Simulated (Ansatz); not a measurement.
Total energies of P3 (the lowest doublet isomer of a short search) from Ansatz at PBE0-D4/def2-TZVP, gas phase (1 Eh = 27.2114 eV = 2625.5 kJ/mol). The reference geometry is relaxed at PBE0-D4/def2-TZVP.

```xyz
3

P     0.501    0.887   -0.558
P     0.678   -1.048    0.149
P    -1.178    0.161    0.409
```

```csv
state,geometry,energy (Eh)
charge 0 doublet,reference,-1023.68871
charge 1 singlet,reference,-1023.40270
charge 1 singlet,relaxed at PBE0-D4/def2-TZVP,-1023.40887
charge 0 quartet,relaxed at PBE0-D4/def2-TZVP,-1023.61313
free P atom (quartet),–,-341.13505
```

Q: Work out the vertical ionisation energy to the singlet.

A: E(charge 1 singlet) − E(charge 0 doublet) = -1023.40270 − (-1023.68871) = 0.28601 Eh = 7.78 eV. For comparison, −ε of the highest occupied level of the spin that leaves is 5.73 eV at this level, 2.05 eV less.

Q: How much does the charge 1 singlet relax, and what is the adiabatic ionisation energy?

A: Relaxation: -1023.40270 − (-1023.40887) = 0.00617 Eh = 0.17 eV. Adiabatic ionisation energy: 0.27984 Eh = 7.61 eV, without zero-point energy. 

Q: Which of the charge 0 states is lowest, and how far above it are the others?

A: The doublet. quartet: -1023.61313 − (-1023.68871) = 0.07558 Eh = 198.4 kJ/mol.

Q: What is the binding energy per atom against free atoms?

A: Atoms: 3 × (-341.13505) = -1023.40515 Eh. Binding: -1023.40515 − (-1023.68871) = 0.28356 Eh = 7.72 eV, or 2.57 eV for each of 3 atoms (no zero-point energy, no counterpoise term).

The structure comes from a short search, and lower isomers may exist.
